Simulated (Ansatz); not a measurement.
Reaction (SMILES): [SiH3] (SiH3) → [SiH3-] (an electron is taken up)
B3LYP-D3(BJ)/def2-TZVP geometries, fixed; electronic energies without zero-point terms; positive where energy is released.
Largest species:
```xyz
4

Si    -0.0021     0.0010     0.0803
H      0.0008     1.4066    -0.3921
H      1.2360    -0.7020    -0.3341
H     -1.2075    -0.7183    -0.3975
```
Charge 0, spin multiplicity 2.

Basis-set convergence of the adiabatic electron affinity at PBE with Ansatz (a quantum-chemistry and plane-wave program). All functions are spherical. Open shells are unrestricted. No added dispersion term, no relativity. Functions are those of the species that has most. Reference: the value in aug-pcseg-3, 1.358 eV, itself unsure by roughly 0.016 eV (its mean distance from aug-cc-pV(Q+d)Z, def2-QZVPPD). Deviations are taken from unrounded values.

```csv
basis,functions,adiabatic electron affinity (eV),minus reference (eV)
pcseg-1,33,1.231,-0.127
def2-SVPD,48,1.180,-0.178
def2-TZVPD,70,1.286,-0.073
def2-TZVPP,84,1.214,-0.145
"6-311++G(3df,3pd)",101,1.354,-0.004
def2-QZVPP,160,1.304,-0.054
def2-QZVPPD,175,1.331,-0.027
aug-cc-pV(Q+d)Z,227,1.353,-0.005
aug-pcseg-3,236,1.358,0.000
```
